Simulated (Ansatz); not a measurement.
Relaxation of ClH3Si (5 atoms, charge 0, multiplicity 1), to a largest force component of 0.03 eV/Å in at most 50 steps.

Theory: Ansatz, RKS PBE/def2-SVPD.

```xyz
5
Properties=species:S:1:pos:R:3
Si -0.097 0.000 -0.794
Cl 1.720 0.000 1.991
H 2.101 0.000 0.700
H -1.086 1.116 -0.400
H -1.086 -1.116 -0.400
```

Q: Where does it end, and by what steps?

A: It converged. After 12 steps the energy has fallen by 3.077 eV; H3 moved furthest, 1.46 Å. Parted: Cl2–H3 (1.35 → 2.93 Å). Joined: Si1–Cl2 (3.32 → 2.10 Å), Si1–H3 (2.66 → 1.50 Å).

| step | energy less start (eV) | largest force component (eV/Å) | accepted |
| --- | --- | --- | --- |
| 0 | 0.0000 | 0.847 | yes |
| 1 | -0.0759 | 0.106 | yes |
| 2 | -0.1246 | 0.835 | yes |
| 3 | -0.1588 | 1.336 | yes |
| 4 | -0.2106 | 0.909 | yes |
| 5 | -0.3331 | 0.764 | yes |
| 6 | -0.5628 | 1.540 | yes |
| 7 | -1.3156 | 2.271 | yes |
| 8 | -2.2101 | 2.155 | yes |
| 9 | -2.8221 | 1.473 | yes |
| 10 | -2.9908 | 0.826 | yes |
| 11 | -3.0736 | 0.261 | yes |
| 12 | -3.0769 | 0.029 | yes |

```xyz
5
Properties=species:S:1:pos:R:3
Si 0.281 0.000 0.081
Cl 0.716 0.000 2.135
H 1.578 0.000 -0.667
H -0.512 1.232 -0.226
H -0.512 -1.232 -0.226
```

Whether the end is a true minimum wasn't checked by a vibrational analysis.

Time of the run: 24 s on 1 thread of Intel(R) Xeon(R) Platinum 8259CL CPU @ 2.50GHz (Skylake/Cascade Lake) (shared host), peak memory 0.14 GiB.
